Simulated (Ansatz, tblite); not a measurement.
**The cluster Si3Ge: rung by rung, part 1 of 2**

Aim: run the singlet of the cluster Si3Ge at one geometry on many levels, and compare frontier levels, spin and run time.

The runs use Ansatz 0.2.0, Gaussian basis; as each input shows.

Levels to be run: GFN1-xTB, GFN2-xTB, PBE-D4/def2-TZVP, r2SCAN-D4/def2-TZVP, CAM-B3LYP-D4/def2-TZVP, LDA/def2-TZVP, r2SCANh-D4/def2-TZVP, B3LYP-D4/def2-TZVP, BLYP-D4/def2-TZVP, PBE+5HF/def2-TZVP, PBE+10HF/def2-TZVP, PBE+15HF/def2-TZVP, PBE+35HF/def2-TZVP, PBE+50HF/def2-TZVP, PBE-D4/def2-SVP, PBE0-D4/def2-SVP, HF/STO-3G, HF/6-31G, B3LYP-D4/6-31G, PBE0-D4/def2-TZVPD, PBE-D4/def2-TZVPD, r2SCAN-D4/def2-TZVPD, CCSD(T)/def2-TZVPP, MP2/def2-TZVP, RPA/def2-TZVP.

## 1. The relaxed structure

The geometry is that of the singlet, from an earlier relaxation (r2SCAN-D4/def2-SVP). At that level it is the lowest of the isomers that a small search found.

4 atoms, charge 0, spin multiplicity 1.

Bond lengths: Si1–Si2 2.318 Å, Si1–Ge4 2.390 Å, Si2–Si3 2.319 Å, Si3–Ge4 2.390 Å. Angles: Si2–Si1–Ge4 118.3°, Si1–Si2–Si3 62.7°, Si2–Si3–Ge4 118.3°, Si1–Ge4–Si3 60.6°.

PBE0-D4/def2-TZVP was run before; its log isn't repeated, and its numbers join the tables.

## 2. GFN1-xTB

Tight binding, by tblite at 300 K electronic temperature and without a spin-polarisation term:

```python
tblite.interface.Calculator('GFN1-xTB', numbers, positions, charge=0, uhf=0).singlepoint()
```

Energy -189.3210 eV, HOMO -9.43 eV, LUMO -8.98 eV; 0.007 s.

## 3. GFN2-xTB

Tight binding, by tblite at 300 K electronic temperature and without a spin-polarisation term:

```python
tblite.interface.Calculator('GFN2-xTB', numbers, positions, charge=0, uhf=0).singlepoint()
```

Energy -189.0668 eV, HOMO -6.29 eV, LUMO -5.48 eV; 0.011 s.

## 4. PBE-D4/def2-TZVP

start.molden holds the orbitals of an earlier run on this state, given as this run's starting guess.

File in.yaml:

```yaml
crystal:
  periodic: [false, false, false]
  atoms:
    - {symbol: Si, position_ang: [0.950027, 0.743682, 0.008668]}
    - {symbol: Si, position_ang: [-1.205105, 1.596335, -0.045637]}
    - {symbol: Si, position_ang: [-0.975164, -0.710625, -0.017463]}
    - {symbol: Ge, position_ang: [1.230252, -1.629393, 0.054422]}
basis:
  gaussian: {orbitals: def2-TZVP, initial_orbitals: start.molden}
hamiltonian: {xc: pbe, dispersion: d4}
scf: {omitted_lower_state_checks: [starts]}
output: {orbitals: {seedname: orbitals}}
```

On the command line:

```sh
$ ansatz run in.yaml --threads 4 --pin off --events-out ev --progress --plain --max-ram 3916MiB
```

Output:

```text
Functional definition: PBE
  name "PBE"
  cite "Perdew, Burke & Ernzerhof, Phys. Rev. Lett. 77, 3865 (1996) doi:10.1103/PhysRevLett.77.3865"
  parent pbe
  parameter kappa = 0.804
  parameter beta = 0.06672455060314922
  exchange = pbe_x(kappa = kappa, mu = beta*pi^2/3)
  correlation = pbe_c(beta = beta)
these checks for a lower state are left out or cut short: starts
1114 factors; their error is unknown
mean field evaluation 1: about -80129.8586 eV, gradient 1.3e1 eV
mean field evaluation 2: about -80129.9698 eV, gradient 1.7e-1 eV
mean field evaluation 4: about -80129.9399 eV, gradient 2.5e-4 eV
mean field -80129.93992341 eV, -2944.7209781611 hartree, gradient 1.4e-5 eV, S^2 0.000000; 0 other end points of the search recorded, 0 dependent functions left out
reference -80129.93995490 eV, -2944.7209793184 hartree; 37, 37 occupied and 122, 122 virtual orbitals, 1114 factors
Total energy: -80130.19774523 eV, -2944.7304529386 hartree
Checks for a lower state left out: starts
```

Run time: 2.3 s. Hardware: 4 threads of Arm Neoverse N1, shared host.

HOMO -5.45 eV, LUMO -4.30 eV.

## 5. r2SCAN-D4/def2-TZVP

in.yaml, as its differences from that of step 4:

```diff
@@ -9,3 +9,3 @@
   gaussian: {orbitals: def2-TZVP, initial_orbitals: start.molden}
-hamiltonian: {xc: pbe, dispersion: d4}
+hamiltonian: {xc: r2scan, dispersion: d4}
 scf: {omitted_lower_state_checks: [starts]}
```

The command is unchanged.

Output:

```text
Functional definition: r2SCAN
  name "r2SCAN"
  cite "Furness, Kaplan, Ning, Perdew & Sun, J. Phys. Chem. Lett. 11, 8208 (2020) doi:10.1021/acs.jpclett.0c02405"
  cite "Furness, Kaplan, Ning, Perdew & Sun, J. Phys. Chem. Lett. 11, 9248 (2020) doi:10.1021/acs.jpclett.0c03077"
  parent r2scan
  parameter k0 = 0.174
  parameter k1 = 0.065
  parameter a1 = 4.9479
  exchange = r2scan_x(k0 = k0, k1 = k1, a1 = a1)
  correlation = r2scan_c
these checks for a lower state are left out or cut short: starts
1114 factors; their error is unknown
mean field evaluation 1: about -80147.5102 eV, gradient 8.9e0 eV
mean field evaluation 2: about -80147.5592 eV, gradient 8.4e-2 eV
mean field evaluation 4: about -80147.5316 eV, gradient 6.6e-5 eV
mean field -80147.53164937 eV, -2945.3674621661 hartree, gradient 2.8e-5 eV, S^2 0.000000; 0 other end points of the search recorded, 0 dependent functions left out
reference -80147.53165812 eV, -2945.3674624877 hartree; 37, 37 occupied and 122, 122 virtual orbitals, 1114 factors
Total energy: -80147.57892907 eV, -2945.3691996631 hartree
Checks for a lower state left out: starts
```

It took 6 s on 4 threads of Arm Neoverse N1, shared host.

Report: HOMO -5.67 eV, LUMO -4.34 eV.

## 6. CAM-B3LYP-D4/def2-TZVP

in.yaml, as its differences from that of step 5:

```diff
@@ -9,4 +9,4 @@
   gaussian: {orbitals: def2-TZVP, initial_orbitals: start.molden}
-hamiltonian: {xc: r2scan, dispersion: d4}
+hamiltonian: {xc: {name: CAM-B3LYP}, dispersion: d4}
 scf: {omitted_lower_state_checks: [starts]}
-output: {orbitals: {seedname: orbitals}}
+output: {forces: true, orbitals: {seedname: orbitals}}
```

Same command.

Output, cut to the lines that bear on the results:

```text
Functional definition: CAM-B3LYP
  name "CAM-B3LYP"
  cite "Yanai, Tew & Handy, Chem. Phys. Lett. 393, 51 (2004) doi:10.1016/j.cplett.2004.06.011"
  cite "Iikura, Tsuneda, Yanai & Hirao, J. Chem. Phys. 115, 3540 (2001) doi:10.1063/1.1383587"
  cite "Becke, Phys. Rev. A 38, 3098 (1988) doi:10.1103/PhysRevA.38.3098"
  cite "Lee, Yang & Parr, Phys. Rev. B 37, 785 (1988) doi:10.1103/PhysRevB.37.785"
  cite "Vosko, Wilk & Nusair, Can. J. Phys. 58, 1200 (1980) doi:10.1139/p80-159"
[...]
  # Exact exchange under (alpha + beta erf(omega r))/r, Becke's under what is left of 1/r.
[...]
1172 factors; their error is unknown
270 factors; integrals over basis functions are off by at most 1.3e-5 eV
[...]
mean field -80152.83217851 eV, -2945.5622530195 hartree, gradient 2.5e-5 eV, S^2 0.000000; 0 other end points of the search recorded, 0 dependent functions left out
[...]
reference -80152.83228366 eV, -2945.5622568836 hartree; 37, 37 occupied and 122, 122 virtual orbitals, 1172 factors
Total energy: -80153.06593592 eV, -2945.5708434456 hartree
Atom 0 at     0.950027     0.743682     0.008668 Å, force    -0.262980    -0.132817     0.000712 eV/Å
Atom 1 at    -1.205105     1.596335    -0.045637 Å, force     0.341503    -0.453392     0.008581 eV/Å
Atom 2 at    -0.975164    -0.710625    -0.017463 Å, force     0.200293     0.217573     0.007000 eV/Å
Atom 3 at     1.230252    -1.629393     0.054422 Å, force    -0.278817     0.368635    -0.016293 eV/Å
Dipole moment:     0.061986    -0.081955     0.001009 e Å
Checks for a lower state left out: starts
```

Wall time 5.5 s (4 threads of Arm Neoverse N1, shared host).

From the report: HOMO -7.38 eV, LUMO -2.62 eV.

## 7. LDA/def2-TZVP

in.yaml, as its differences from that of step 6:

```diff
@@ -9,4 +9,4 @@
   gaussian: {orbitals: def2-TZVP, initial_orbitals: start.molden}
-hamiltonian: {xc: {name: CAM-B3LYP}, dispersion: d4}
+hamiltonian: {xc: lda}
 scf: {omitted_lower_state_checks: [starts]}
-output: {forces: true, orbitals: {seedname: orbitals}}
+output: {orbitals: {seedname: orbitals}}
```

Same command.

Output:

```text
Functional definition: SPW92
  name "SPW92"
  cite "Dirac, Proc. Camb. Phil. Soc. 26, 376 (1930) doi:10.1017/S0305004100016108"
  cite "Slater, Phys. Rev. 81, 385 (1951) doi:10.1103/PhysRev.81.385"
  cite "Perdew & Wang, Phys. Rev. B 45, 13244 (1992) doi:10.1103/PhysRevB.45.13244"
  exchange = slater_x
  correlation = pw_c
these checks for a lower state are left out or cut short: starts
1114 factors; their error is unknown
mean field evaluation 1: about -79970.5085 eV, gradient 3.0e1 eV
mean field evaluation 2: about -79970.8341 eV, gradient 4.8e-1 eV
mean field evaluation 4: about -79970.8055 eV, gradient 2.6e-2 eV
mean field -79970.80554677 eV, -2938.8728976850 hartree, gradient 9.6e-6 eV, S^2 0.000000; 0 other end points of the search recorded, 0 dependent functions left out
reference -79970.80557666 eV, -2938.8728987834 hartree; 37, 37 occupied and 122, 122 virtual orbitals, 1114 factors
Total energy: -79970.80557666 eV, -2938.8728987834 hartree
Checks for a lower state left out: starts
```

It took 1.3 s on 4 threads of Arm Neoverse N1, shared host.

HOMO -5.58 eV, LUMO -4.48 eV.

## 8. r2SCANh-D4/def2-TZVP

in.yaml, as its differences from that of step 7:

```diff
@@ -9,3 +9,3 @@
   gaussian: {orbitals: def2-TZVP, initial_orbitals: start.molden}
-hamiltonian: {xc: lda}
+hamiltonian: {xc: {name: r2SCANh}, dispersion: d4}
 scf: {omitted_lower_state_checks: [starts]}
```

Launched as before.

Output, cut to the lines that bear on the results:

```text
Functional definition: r2SCANh
  name "r2SCANh"
  cite "Bursch, Neugebauer, Ehlert & Grimme, J. Chem. Phys. 156, 134105 (2022) doi:10.1063/5.0086040"
  cite "Furness, Kaplan, Ning, Perdew & Sun, J. Phys. Chem. Lett. 11, 8208 (2020) doi:10.1021/acs.jpclett.0c02405"
  cite "Furness, Kaplan, Ning, Perdew & Sun, J. Phys. Chem. Lett. 11, 9248 (2020) doi:10.1021/acs.jpclett.0c03077"
  parent r2scan
[...]
1133 factors; their error is unknown
[...]
mean field -80147.08314512 eV, -2945.3509799390 hartree, gradient 1.9e-5 eV, S^2 0.000000; 0 other end points of the search recorded, 0 dependent functions left out
reference -80147.08315316 eV, -2945.3509802344 hartree; 37, 37 occupied and 122, 122 virtual orbitals, 1133 factors
Total energy: -80147.13791600 eV, -2945.3529927318 hartree
Checks for a lower state left out: starts
```

Run time: 6.5 s. Hardware: 4 threads of Arm Neoverse N1, shared host.

From the report: HOMO -5.99 eV, LUMO -4.08 eV.

## 9. B3LYP-D4/def2-TZVP

in.yaml, as its differences from that of step 8:

```diff
@@ -9,3 +9,3 @@
   gaussian: {orbitals: def2-TZVP, initial_orbitals: start.molden}
-hamiltonian: {xc: {name: r2SCANh}, dispersion: d4}
+hamiltonian: {xc: {name: B3LYP}, dispersion: d4}
 scf: {omitted_lower_state_checks: [starts]}
```

Launched as before.

Output, cut to the lines that bear on the results:

```text
Functional definition: B3LYP
  name "B3LYP"
  cite "Stephens, Devlin, Chabalowski & Frisch, J. Phys. Chem. 98, 11623 (1994) doi:10.1021/j100096a001"
  cite "Becke, Phys. Rev. A 38, 3098 (1988) doi:10.1103/PhysRevA.38.3098"
  cite "Lee, Yang & Parr, Phys. Rev. B 37, 785 (1988) doi:10.1103/PhysRevB.37.785"
  cite "Vosko, Wilk & Nusair, Can. J. Phys. 58, 1200 (1980) doi:10.1139/p80-159"
[...]
1172 factors; their error is unknown
[...]
mean field -80152.46244152 eV, -2945.5486654356 hartree, gradient 7.3e-5 eV, S^2 0.000000; 0 other end points of the search recorded, 0 dependent functions left out
reference -80152.46265753 eV, -2945.5486733739 hartree; 37, 37 occupied and 122, 122 virtual orbitals, 1172 factors
Total energy: -80152.89733609 eV, -2945.5646475161 hartree
Checks for a lower state left out: starts
```

Wall time 3.4 s (4 threads of Arm Neoverse N1, shared host).

From the report: HOMO -6.12 eV, LUMO -3.71 eV.

## 10. BLYP-D4/def2-TZVP

in.yaml, as its differences from that of step 9:

```diff
@@ -9,3 +9,3 @@
   gaussian: {orbitals: def2-TZVP, initial_orbitals: start.molden}
-hamiltonian: {xc: {name: B3LYP}, dispersion: d4}
+hamiltonian: {xc: {name: BLYP}, dispersion: d4}
 scf: {omitted_lower_state_checks: [starts]}
```

Same command.

Output:

```text
Functional definition: BLYP
  name "BLYP"
  cite "Becke, Phys. Rev. A 38, 3098 (1988) doi:10.1103/PhysRevA.38.3098"
  cite "Lee, Yang & Parr, Phys. Rev. B 37, 785 (1988) doi:10.1103/PhysRevB.37.785"
  parameter beta = 0.0042
  parameter a = 0.04918
  parameter b = 0.132
  parameter c = 0.2533
  parameter d = 0.349
  exchange = b88_x(beta = beta)
  correlation = lyp_c(a = a, b = b, c = c, d = d)
these checks for a lower state are left out or cut short: starts
1114 factors; their error is unknown
mean field evaluation 1: about -80151.6683 eV, gradient 1.6e1 eV
mean field evaluation 2: about -80151.8975 eV, gradient 2.8e-1 eV
mean field evaluation 4: about -80151.8675 eV, gradient 2.6e-2 eV
mean field -80151.86751865 eV, -2945.5268024233 hartree, gradient 1.4e-5 eV, S^2 0.000000; 0 other end points of the search recorded, 0 dependent functions left out
reference -80151.86780804 eV, -2945.5268130582 hartree; 37, 37 occupied and 122, 122 virtual orbitals, 1114 factors
Total energy: -80152.40795053 eV, -2945.5466629286 hartree
Checks for a lower state left out: starts
```

It took 2.4 s on 4 threads of Arm Neoverse N1, shared host.

From the report: HOMO -5.25 eV, LUMO -4.06 eV.

## 11. PBE+5HF/def2-TZVP

in.yaml, as its differences from that of step 10:

```diff
@@ -9,3 +9,3 @@
   gaussian: {orbitals: def2-TZVP, initial_orbitals: start.molden}
-hamiltonian: {xc: {name: BLYP}, dispersion: d4}
+hamiltonian: {xc: {text: "exchange = 0.95*pbe_x + 0.05*exact_x\ncorrelation = pbe_c"}}
 scf: {omitted_lower_state_checks: [starts]}
```

Same command.

Output:

```text
Functional definition: unnamed
  exchange = 0.95*pbe_x + 0.05*exact_x
  correlation = pbe_c
these checks for a lower state are left out or cut short: starts
1114 factors; their error is unknown
mean field evaluation 1: about -80130.4183 eV, gradient 1.0e1 eV
mean field evaluation 2: about -80130.4893 eV, gradient 1.1e-1 eV
mean field evaluation 4: about -80130.5388 eV, gradient 1.1e-4 eV
mean field -80130.53884802 eV, -2944.7429882347 hartree, gradient 2.6e-5 eV, S^2 0.000000; 0 other end points of the search recorded, 0 dependent functions left out
reference -80130.53887795 eV, -2944.7429893346 hartree; 37, 37 occupied and 122, 122 virtual orbitals, 1114 factors
Total energy: -80130.53887795 eV, -2944.7429893346 hartree
Checks for a lower state left out: starts
```

It took 3.3 s on 4 threads of Arm Neoverse N1, shared host.

From the report: HOMO -5.63 eV, LUMO -4.17 eV.

## 12. PBE+10HF/def2-TZVP

in.yaml, as its differences from that of step 11:

```diff
@@ -9,3 +9,3 @@
   gaussian: {orbitals: def2-TZVP, initial_orbitals: start.molden}
-hamiltonian: {xc: {text: "exchange = 0.95*pbe_x + 0.05*exact_x\ncorrelation = pbe_c"}}
+hamiltonian: {xc: {text: "exchange = 0.90*pbe_x + 0.10*exact_x\ncorrelation = pbe_c"}}
 scf: {omitted_lower_state_checks: [starts]}
```

Same command.

Output:

```text
Functional definition: unnamed
  exchange = 0.90*pbe_x + 0.10*exact_x
  correlation = pbe_c
these checks for a lower state are left out or cut short: starts
1133 factors; their error is unknown
mean field evaluation 1: about -80130.9780 eV, gradient 7.7e0 eV
mean field evaluation 2: about -80131.0178 eV, gradient 6.2e-2 eV
mean field evaluation 4: about -80131.1472 eV, gradient 4.9e-5 eV
mean field -80131.14719677 eV, -2944.7653446389 hartree, gradient 5.0e-5 eV, S^2 0.000000; 0 other end points of the search recorded, 0 dependent functions left out
reference -80131.14722513 eV, -2944.7653456812 hartree; 37, 37 occupied and 122, 122 virtual orbitals, 1133 factors
Total energy: -80131.14722513 eV, -2944.7653456812 hartree
Checks for a lower state left out: starts
```

Run time: 3.1 s. Hardware: 4 threads of Arm Neoverse N1, shared host.

Report: HOMO -5.81 eV, LUMO -4.04 eV.

## 13. PBE+15HF/def2-TZVP

in.yaml, as its differences from that of step 12:

```diff
@@ -9,3 +9,3 @@
   gaussian: {orbitals: def2-TZVP, initial_orbitals: start.molden}
-hamiltonian: {xc: {text: "exchange = 0.90*pbe_x + 0.10*exact_x\ncorrelation = pbe_c"}}
+hamiltonian: {xc: {text: "exchange = 0.85*pbe_x + 0.15*exact_x\ncorrelation = pbe_c"}}
 scf: {omitted_lower_state_checks: [starts]}
```

Same command.

Output:

```text
Functional definition: unnamed
  exchange = 0.85*pbe_x + 0.15*exact_x
  correlation = pbe_c
these checks for a lower state are left out or cut short: starts
1142 factors; their error is unknown
mean field evaluation 1: about -80131.5377 eV, gradient 5.1e0 eV
mean field evaluation 2: about -80131.5554 eV, gradient 2.6e-2 eV
mean field evaluation 4: about -80131.7646 eV, gradient 2.7e-5 eV
mean field -80131.76464461 eV, -2944.7880354286 hartree, gradient 2.9e-5 eV, S^2 0.000000; 0 other end points of the search recorded, 0 dependent functions left out
reference -80131.76467141 eV, -2944.7880364133 hartree; 37, 37 occupied and 122, 122 virtual orbitals, 1142 factors
Total energy: -80131.76467141 eV, -2944.7880364133 hartree
Checks for a lower state left out: starts
```

Wall time 3.1 s (4 threads of Arm Neoverse N1, shared host).

Report: HOMO -5.98 eV, LUMO -3.91 eV.

## 14. PBE+35HF/def2-TZVP

in.yaml, as its differences from that of step 13:

```diff
@@ -9,3 +9,3 @@
   gaussian: {orbitals: def2-TZVP, initial_orbitals: start.molden}
-hamiltonian: {xc: {text: "exchange = 0.85*pbe_x + 0.15*exact_x\ncorrelation = pbe_c"}}
+hamiltonian: {xc: {text: "exchange = 0.65*pbe_x + 0.35*exact_x\ncorrelation = pbe_c"}}
 scf: {omitted_lower_state_checks: [starts]}
```

Same command.

Output:

```text
Functional definition: unnamed
  exchange = 0.65*pbe_x + 0.35*exact_x
  correlation = pbe_c
these checks for a lower state are left out or cut short: starts
1235 factors; their error is unknown
mean field evaluation 1: about -80133.7766 eV, gradient 5.1e0 eV
mean field evaluation 2: about -80133.7936 eV, gradient 2.7e-2 eV
mean field evaluation 4: about -80134.3236 eV, gradient 6.9e-5 eV
mean field -80134.32361253 eV, -2944.8820757652 hartree, gradient 7.0e-5 eV, S^2 0.000000; 0 other end points of the search recorded, 0 dependent functions left out
reference -80134.32363304 eV, -2944.8820765187 hartree; 37, 37 occupied and 122, 122 virtual orbitals, 1235 factors
Total energy: -80134.32363304 eV, -2944.8820765187 hartree
Checks for a lower state left out: starts
```

Run time: 3.4 s. Hardware: 4 threads of Arm Neoverse N1, shared host.

From the report: HOMO -6.71 eV, LUMO -3.39 eV.

## 15. PBE+50HF/def2-TZVP

in.yaml, as its differences from that of step 14:

```diff
@@ -9,3 +9,3 @@
   gaussian: {orbitals: def2-TZVP, initial_orbitals: start.molden}
-hamiltonian: {xc: {text: "exchange = 0.65*pbe_x + 0.35*exact_x\ncorrelation = pbe_c"}}
+hamiltonian: {xc: {text: "exchange = 0.50*pbe_x + 0.50*exact_x\ncorrelation = pbe_c"}}
 scf: {omitted_lower_state_checks: [starts]}
```

Launched as before.

Output:

```text
Functional definition: unnamed
  exchange = 0.50*pbe_x + 0.50*exact_x
  correlation = pbe_c
these checks for a lower state are left out or cut short: starts
1294 factors; their error is unknown
mean field evaluation 1: about -80135.4557 eV, gradient 1.3e1 eV
mean field evaluation 2: about -80135.5614 eV, gradient 1.7e-1 eV
mean field evaluation 4: about -80136.3332 eV, gradient 5.2e-4 eV
mean field -80136.33318442 eV, -2944.9559261697 hartree, gradient 2.4e-5 eV, S^2 0.000000; 0 other end points of the search recorded, 0 dependent functions left out
reference -80136.33320019 eV, -2944.9559267495 hartree; 37, 37 occupied and 122, 122 virtual orbitals, 1294 factors
Total energy: -80136.33320019 eV, -2944.9559267495 hartree
Checks for a lower state left out: starts
```

Wall time 3.8 s (4 threads of Arm Neoverse N1, shared host).

From the report: HOMO -7.25 eV, LUMO -3.00 eV.

## 16. PBE-D4/def2-SVP

in.yaml, as its differences from that of step 15:

```diff
@@ -8,4 +8,4 @@
 basis:
-  gaussian: {orbitals: def2-TZVP, initial_orbitals: start.molden}
-hamiltonian: {xc: {text: "exchange = 0.50*pbe_x + 0.50*exact_x\ncorrelation = pbe_c"}}
+  gaussian: {orbitals: def2-SVP, initial_orbitals: start.molden}
+hamiltonian: {xc: pbe, dispersion: d4}
 scf: {omitted_lower_state_checks: [starts]}
```

Same command.

Output:

```text
Functional definition: PBE
  name "PBE"
  cite "Perdew, Burke & Ernzerhof, Phys. Rev. Lett. 77, 3865 (1996) doi:10.1103/PhysRevLett.77.3865"
  parent pbe
  parameter kappa = 0.804
  parameter beta = 0.06672455060314922
  exchange = pbe_x(kappa = kappa, mu = beta*pi^2/3)
  correlation = pbe_c(beta = beta)
these checks for a lower state are left out or cut short: starts
939 factors; their error is unknown
mean field evaluation 1: about -80114.6682 eV, gradient 8.1e0 eV
mean field evaluation 2: about -80114.7873 eV, gradient 1.3e-1 eV
mean field evaluation 4: about -80114.6681 eV, gradient 1.8e-4 eV
mean field -80114.66806866 eV, -2944.1597478508 hartree, gradient 1.1e-5 eV, S^2 0.000000; 0 other end points of the search recorded, 0 dependent functions left out
reference -80114.66809850 eV, -2944.1597489475 hartree; 37, 37 occupied and 49, 49 virtual orbitals, 939 factors
Total energy: -80114.92588884 eV, -2944.1692225677 hartree
Checks for a lower state left out: starts
```

Run time: 1.2 s. Hardware: 4 threads of Arm Neoverse N1, shared host.

Report: HOMO -5.53 eV, LUMO -4.36 eV.

## 17. PBE0-D4/def2-SVP

in.yaml, as its differences from that of step 16:

```diff
@@ -9,3 +9,3 @@
   gaussian: {orbitals: def2-SVP, initial_orbitals: start.molden}
-hamiltonian: {xc: pbe, dispersion: d4}
+hamiltonian: {xc: pbe0, dispersion: d4}
 scf: {omitted_lower_state_checks: [starts]}
```

The command is unchanged.

Output:

```text
Functional definition: PBE0
  name "PBE0"
  cite "Adamo & Barone, J. Chem. Phys. 110, 6158 (1999) doi:10.1063/1.478522"
  cite "Perdew, Burke & Ernzerhof, Phys. Rev. Lett. 77, 3865 (1996) doi:10.1103/PhysRevLett.77.3865"
  parent pbe
  parameter a = 0.25
  parameter kappa = 0.804
  parameter beta = 0.06672455060314922
  exchange = (1 - a)*pbe_x(kappa = kappa, mu = beta*pi^2/3) + a*exact_x
  correlation = pbe_c(beta = beta)
these checks for a lower state are left out or cut short: starts
814 factors; integrals over basis functions are off by at most 1.2e-3 eV
mean field evaluation 1: about -80117.7808 eV, gradient 3.8e0 eV
mean field evaluation 2: about -80117.8169 eV, gradient 3.5e-2 eV
mean field evaluation 4: about -80117.8185 eV, gradient 1.9e-5 eV
mean field -80117.81851269 eV, -2944.2755245335 hartree, gradient 5.0e-5 eV, S^2 0.000000; 0 other end points of the search recorded, 0 dependent functions left out
reference -80117.81853510 eV, -2944.2755253570 hartree; 37, 37 occupied and 49, 49 virtual orbitals, 814 factors
Total energy: -80118.03749709 eV, -2944.2835720618 hartree
Checks for a lower state left out: starts
```

Run time: 1.7 s. Hardware: 4 threads of Arm Neoverse N1, shared host.

From the report: HOMO -6.44 eV, LUMO -3.74 eV.

(Continued in part 2 of 2.)
